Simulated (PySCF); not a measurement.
Gas-phase reaction: AlCl₃.H₂O + AlO → 2 AlOH + 3 Cl

Computed with PySCF and rigid-rotor harmonic-oscillator thermochemistry at 1 bar. S°(298 K) at PBE0/def2-TZVP differs from the NASA 1993 table for AlOH (+24 J/mol/K); whether the harmonic model or the table's entry is off was not settled. † marks an energy on the PBE0/def2-TZVP geometry and frequencies; other levels use their own. Open shells (unrestricted): AlO (multiplicity 2), Cl (multiplicity 2, electronic degeneracy 6); the rest are closed-shell singlets. Spin-orbit splitting is ignored; it lowers the true energy and changes the entropy of Cl. Adducts (AlCl₃.H₂O) have no counterpoise correction, and HF, PBE, BLYP, B3LYP and PBE0 lack dispersion. AlCl₃.H₂O: computed as isolated molecules; such fragments, hydroxides, amides, oligomers or adducts are transient or little studied in the gas. The harmonic model lacks anharmonicity and excited electronic states, which grow with temperature; levels with a mode under 35 cm⁻¹ are left out. Soft modes under 120 cm⁻¹ make the harmonic entropy rough for AlCl₃.H₂O, AlOH.

```json
[
 {"level": "BLYP/def2-TZVP†", "ΔE electronic, kJ": "825", "ΔH°(298 K), kJ": "812", "ΔS°(298 K), J/K": "391", "ΔG°(600 K), kJ": "576"},
 {"level": "PBE0/def2-SVP†", "ΔE electronic, kJ": "895", "ΔH°(298 K), kJ": "882", "ΔS°(298 K), J/K": "391", "ΔG°(600 K), kJ": "647"},
 {"level": "PBE0/def2-TZVP", "ΔE electronic, kJ": "887", "ΔH°(298 K), kJ": "874", "ΔS°(298 K), J/K": "391", "ΔG°(600 K), kJ": "638"},
 {"level": "LDA/def2-TZVP†", "ΔE electronic, kJ": "1037", "ΔH°(298 K), kJ": "1025", "ΔS°(298 K), J/K": "391", "ΔG°(600 K), kJ": "789"},
 {"level": "ωB97M-V/def2-TZVP†", "ΔE electronic, kJ": "880", "ΔH°(298 K), kJ": "867", "ΔS°(298 K), J/K": "391", "ΔG°(600 K), kJ": "631"},
 {"level": "ωB97X-V/def2-TZVP†", "ΔE electronic, kJ": "891", "ΔH°(298 K), kJ": "878", "ΔS°(298 K), J/K": "391", "ΔG°(600 K), kJ": "642"}
]
```
ΔH° is lowest at BLYP/def2-TZVP† and highest at LDA/def2-TZVP†. No reference value is set beside these.
